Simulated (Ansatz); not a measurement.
A run of Ansatz (development build ahead of 0.2.0) on triplet SiN(+) at this shape:

```json
{"atom": "Si", "x (Å)": "0.0000", "y (Å)": "0.0000", "z (Å)": "0.0000"}
{"atom": "N", "x (Å)": "0.0000", "y (Å)": "0.0000", "z (Å)": "4.4880"}
```

Its results:

```yaml
Converged: yes
Total_energy: -343.60798 hartree
Spin_squared_of_the_determinant: 2.000
Stability_test: minimum among restricted orbitals
```

(1) Which input gives this output? Name the method, the orbitals and the basis set, and write the input.

Results:

(1) B3LYP (restricted open-shell) in pcseg-2.

```yaml
crystal:
  periodic: [false, false, false]
  atoms:
    - { symbol: Si, position_ang: [0.0, 0.0, 0.0] }
    - { symbol: "N", position_ang: [0.0, 0.0, 4.488] }
basis:
  gaussian: { orbitals: pcseg-2 }
total_charge: 1
magnetization:
  initial_magnetization: 2
hamiltonian:
  xc: { name: B3LYP }
```

Caution: stretched shape with no unrestricted run beside it, a lower state can exist; charge can spread falsely over distant fragments.
